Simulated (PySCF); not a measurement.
Energies from PySCF, thermal terms from the rigid-rotor harmonic-oscillator model, ideal gas at 1 bar. Table values come from the NASA 1993 polynomials. Open shells (unrestricted): COOH (multiplicity 2). The harmonic model lacks anharmonicity and excited electronic states, which grow with temperature; levels with a mode under 35 cm⁻¹ are left out. Internal rotation in COOH is treated as a harmonic vibration of one conformer, which makes the entropy rough. The table's entry may be an old estimate for COOH (not checked at source).

Harmonic frequencies at PBE/def2-SVP (cm⁻¹): 580, 612, 1074, 1256, 1860, 3395. Point group Cs; S°(298 K) = 251.9 J/mol/K at this level.

Question: Work out Cp and S° of gaseous COOH at 500, 800, 1200, 1600, 2000 K from these, and set them beside the table.

Answer: 
| T (K) | Cp PBE/def2-SVP | Cp table | S° PBE/def2-SVP | S° table |
|---|---|---|---|---|
| 500 | 54.6 | 54.4 | 277.3 | 277.0 |
| 800 | 64.3 | 64.4 | 305.3 | 304.9 |
| 1200 | 71.4 | 71.3 | 332.8 | 332.5 |
| 1600 | 75.3 | 75.4 | 354.0 | 353.6 |
| 2000 | 77.7 | 78.0 | 371.0 | 370.8 |
Units J/mol/K.
